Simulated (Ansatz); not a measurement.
Relaxation of CH6BN (9 atoms, charge 0, multiplicity 1), to a largest force component of 0.02 eV/Å in at most 40 steps.

Level of theory: RKS BHLYP-D4/def2-TZVP in Ansatz.

```xyz
9
Properties=species:S:1:pos:R:3
B 0.000 0.000 0.000
N 0.000 0.000 1.550
H -0.877 -0.271 2.080
H 0.877 0.271 2.080
H 1.030 0.000 -0.595
C -1.386 0.000 -0.800
H -1.946 -0.930 -0.571
H -1.990 0.880 -0.495
H -1.184 0.051 -1.890
```

**Question.** Where does it end, and by what steps?

**Answer.** The forces met the threshold. After 12 steps the energy has fallen by 0.820 eV; H5 moved furthest, 0.72 Å.

| step | energy less start (eV) | largest force component (eV/Å) | accepted |
| --- | --- | --- | --- |
| 0 | 0.0000 | 3.643 | yes |
| 1 | -0.6543 | 1.882 | yes |
| 2 | -0.7305 | 1.755 | yes |
| 3 | -0.7474 | 0.561 | yes |
| 4 | -0.7704 | 0.315 | yes |
| 5 | -0.7945 | 0.187 | yes |
| 6 | -0.7581 | 1.025 | no |
| 7 | -0.8049 | 0.056 | yes |
| 8 | -0.8102 | 0.251 | yes |
| 9 | -0.8148 | 0.131 | yes |
| 10 | -0.8023 | 0.307 | no |
| 11 | -0.8197 | 0.029 | yes |
| 12 | -0.8202 | 0.016 | yes |

```xyz
9
Properties=species:S:1:pos:R:3
B -0.063 0.203 0.093
N 0.027 -0.170 1.426
H -0.729 -0.585 1.929
H 0.853 -0.049 1.972
H 0.907 0.687 -0.402
C -1.375 0.006 -0.739
H -2.184 -0.463 -0.188
H -1.733 0.965 -1.108
H -1.177 -0.594 -1.624
```

Whether the end is a true minimum wasn't checked by a vibrational analysis.

Run time: 14 s on 4 threads of Arm Neoverse V2, on a shared host, peak memory 0.21 GiB.
